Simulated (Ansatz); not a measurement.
# C4H6O: basis-set convergence

An exercise on one series of results from a longer session: the logs are not shown, and one member is left open.

Program: Ansatz 0.2.0, Gaussian basis. Level of theory: one geometry, several basis sets. These are calculated values, not measurements.

Levels to be run: PBE0-D4/def2-SVP; ωB97M-V/def2-SVP; PBE0-D4/def2-QZVPP; ωB97M-V/def2-QZVPP; the functionals' def2-TZVPP values are taken from earlier runs.

### The relaxed structure

The geometry comes from an earlier relaxation with PBE0-D4 in a triple-zeta def2 set; it is a stationary point, not always the lowest conformer.

SMILES `CC1(O)C=C1`, 11 atoms, charge 0, spin multiplicity 1.

Atoms are counted from 1 here; the program's logs count them from 0.

Bond lengths: C1–C2 1.502 Å, C1–H6 1.090 Å, C1–H7 1.093 Å, C1–H8 1.093 Å, C2–O3 1.410 Å, C2–C4 1.479 Å, C2–C5 1.479 Å, O3–H9 0.961 Å, C4–C5 1.302 Å, C4–H10 1.080 Å, C5–H11 1.080 Å. Angles: C2–C1–H6 110.6°, C2–C1–H7 110.3°, C2–C1–H8 110.3°, H6–C1–H7 108.9°, H6–C1–H8 108.9°, H7–C1–H8 107.7°, C1–C2–O3 107.9°, C1–C2–C4 123.9°, C1–C2–C5 123.9°, O3–C2–C4 119.8°, O3–C2–C5 119.8°, C4–C2–C5 52.2°, C2–O3–H9 107.9°, C2–C4–C5 63.9°, C2–C4–H10 148.0°, C5–C4–H10 148.1°, C2–C5–C4 63.9°, C2–C5–H11 148.0° and more.

The first run:

Input file in.yaml:

```yaml
crystal:
  periodic: [false, false, false]
  atoms:
    - {symbol: C, position_ang: [-1.365588, -0.297422, -0.044543]}
    - {symbol: C, position_ang: [0.106298, -0.113551, 0.190659]}
    - {symbol: O, position_ang: [0.455481, -0.840133, 1.347331]}
    - {symbol: C, position_ang: [0.850851, 1.116258, -0.158410]}
    - {symbol: C, position_ang: [1.098796, 0.068962, -0.891145]}
    - {symbol: H, position_ang: [-1.683192, 0.247728, -0.933021]}
    - {symbol: H, position_ang: [-1.934830, 0.063734, 0.815484]}
    - {symbol: H, position_ang: [-1.598892, -1.356830, -0.176199]}
    - {symbol: H, position_ang: [1.397460, -0.721504, 1.497016]}
    - {symbol: H, position_ang: [1.070928, 2.148609, 0.068764]}
    - {symbol: H, position_ang: [1.667888, -0.372850, -1.695337]}
basis:
  gaussian: {orbitals: def2-SVP}
hamiltonian: {xc: pbe0, dispersion: d4}
output: {orbitals: {seedname: orbitals}}
```

The run is started by

```
ansatz run in.yaml --threads 4 --pin off --events-out ev --progress --plain --max-ram 10444MiB
```

Among the steps run: PBE0-D4 in def2-SVP; ωB97M-V in def2-SVP; PBE0-D4 in def2-QZVPP; ωB97M-V in def2-QZVPP.

One of the session's tables, all rows but one given; the rest of the session is left out.

It belongs to the step «Density functionals: the series». 

```
functional       basis  HOMO (eV)  LUMO (eV)
   PBE0-D4    def2-SVP      -6.87       0.08
   PBE0-D4  def2-TZVPP      -7.05      -0.13
   PBE0-D4  def2-QZVPP      -7.09      -0.22
   ωB97M-V    def2-SVP      -9.17       2.37
   ωB97M-V  def2-TZVPP      -9.35       2.01
   ωB97M-V  def2-QZVPP          ?          ?
```

Estimate the missing values for ωB97M-V, def2-QZVPP.

As computed: HOMO (eV): -9.40; LUMO (eV): 1.82. In the column «HOMO (eV)» it is the lowest.
